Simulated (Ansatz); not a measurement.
[AlH2···H···GeH3], doublet along the distance Al1-H4

Starting geometry:

```yaml
atoms:
  - { symbol: Al, position_ang: [-2.8511, 0.0000, 0.0000] }
  - { symbol: H, position_ang: [-3.6440, 1.3734, 0.0000] }
  - { symbol: H, position_ang: [-3.6440, -1.3734, 0.0000] }
  - { symbol: H, position_ang: [-1.2652, 0.0000, 0.0000] }
  - { symbol: Ge, position_ang: [1.1119, 0.0000, 0.0000] }
  - { symbol: H, position_ang: [1.5806, -1.4659, 0.0000] }
  - { symbol: H, position_ang: [1.5806, 0.7330, -1.2695] }
  - { symbol: H, position_ang: [1.5806, 0.7330, 1.2695] }
```

From there atom H4 is moved from one fragment to the other while all else, the fragments' distance too, stays fixed, so the hump isn't the reaction's barrier; atoms are numbered as listed. Energies are in eV, counted from the starting geometry at the same level.

Basis cc-pVDZ; Ansatz 0.2.0. Correlated methods freeze the noble-gas cores and the filled d shells of p-block atoms. Prefix R: restricted or restricted open-shell reference; prefix U: unrestricted. Active spaces: frontier = (9e, 9o) about the gap. No spin–orbit coupling is included, and no scalar relativity.

For open shells CISD is restricted-active-space CI with the open shells as a complete middle space. Runs in a small pair space aren't shown, since their orbitals change along the scan.

Full CI isn't at hand for all of this; UCCSDT(Q) serves as the reference, and is uncertain by the last step of the cluster series or more. The frozen core follows each run's orbitals, which can shift R against U totals by a few meV for light atoms and by up to 0.1 eV past Ca.

| distance Al1-H4 (Å) | UCCSDT(Q) | error UMP2 | error CISD | error UCCSD | error RCCSDT | error UCCSDT | error MRCISD (frontier space) |
| --- | --- | --- | --- | --- | --- | --- | --- |
| 1.586 | 0.000 | 0.000 | 0.000 | 0.000 | 0.000 | 0.000 | 0.000 |
| 1.707 | 0.069 | 0.013 | 0.023 | 0.008 | 0.000 | 0.000 | 0.008 |
| 1.949 | 0.290 | 0.058 | 0.078 | 0.028 | 0.000 | 0.002 | 0.022 |
| 2.191 | 0.156 | 0.040 | 0.056 | 0.024 | -0.002 | 0.001 | 0.022 |
| 2.433 | -0.052 | 0.000 | 0.003 | 0.007 | -0.003 | 0.000 | 0.011 |

Errors are those of relative energies. In total energy the starting point itself misses UCCSDT(Q) by: UMP2 1.488, CISD 0.685, UCCSD 0.133, RCCSDT 0.007, UCCSDT 0.003, MRCISD (frontier space) 0.394 eV.

Spread of the error over the points with a reference, to 2.433 Å (largest less smallest): UCCSDT 0.002, RCCSDT 0.004, MRCISD (frontier space) 0.022, UCCSD 0.028, UMP2 0.058, CISD 0.078 eV.
